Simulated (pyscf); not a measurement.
# Substitution at C: H₃C–CH(CH₃)–CH₃ + H• → CH₃• + H₃C–CH₂–CH₃

Gas phase, doublet surface, charge 0. Bonds broken: C1–C2. Bonds formed: C2–H15. Structures and frequencies: ωB97X-D3(BJ)/def2-SVP in PySCF.

Transition state (Å):

```xyz
15

C      0.3178    -0.6627     0.6821
C     -0.6327     0.5294    -0.4251
C     -1.7110     0.9423     0.5974
C      0.5189     1.5186    -0.6966
H     -0.3851    -1.4551     0.9737
H      0.6767    -0.0968     1.5526
H      1.1494    -1.0587     0.0833
H     -0.7603    -0.3754    -1.0479
H     -2.2064     1.8826     0.3107
H     -2.4856     0.1640     0.6740
H     -1.2763     1.0824     1.5999
H      1.1120     1.6991     0.2140
H      0.1461     2.4907    -1.0540
H      1.1978     1.1163    -1.4640
H     -1.3730     1.0329    -1.4768
```

One imaginary mode, 1622i cm⁻¹; descent along it reached the two sides named.

| bond | change | reactant side (Å) | saddle | product side |
|---|---|---|---|---|
| C1–C2 | breaks | 1.531 | 1.884 | 3.7 |
| C2–H15 | forms | 3.9 | 1.381 | 1.104 |

Electronic energies relative to the separated reactants (kcal/mol):

| level | barrier | reaction energy | reverse barrier |
|---|---|---|---|
| ωB97X-D3(BJ)/def2-TZVP | 48.4 | -10.1 | 58.5 |
| PBE/def2-TZVP | 39.1 | -10.8 | 49.9 |
| r²SCAN/def2-TZVP | 39.2 | -15.0 | 54.2 |
| B3LYP-D3(BJ)/def2-TZVP | 41.8 | -14.6 | 56.3 |
| PBE0-D3(BJ)/def2-TZVP | 43.7 | -10.1 | 53.8 |
| M06-2X/def2-TZVP | 46.3 | -10.3 | 56.5 |
| ωB97M-D3(BJ)/def2-TZVP | 46.7 | -11.0 | 57.8 |
| HF/def2-TZVP | 64.3 | -18.1 | 82.4 |

With ωB97M-D3(BJ)/def2-TZVP energies and thermal terms (ideal gas, 1 atm, RRHO with modes under 100 cm⁻¹ raised to 100, one conformer, R ln 2 for rigid chiral ones), in kcal/mol:

| T (K) | ΔH‡ | ΔG‡ | ΔH | ΔG |
|---|---|---|---|---|
| 298 | 46.5 | 52.6 | -9.9 | -13.9 |
| 600 | 46.1 | 58.9 | -10.5 | -17.9 |
| 900 | 45.8 | 65.3 | -11.5 | -21.3 |
| 1200 | 45.6 | 71.8 | -12.6 | -24.4 |

Abstraction by the radical was not located in this set and often lies lower. One saddle was located; it need not be the lowest between these sides. The angle at the attacked C is 162°.
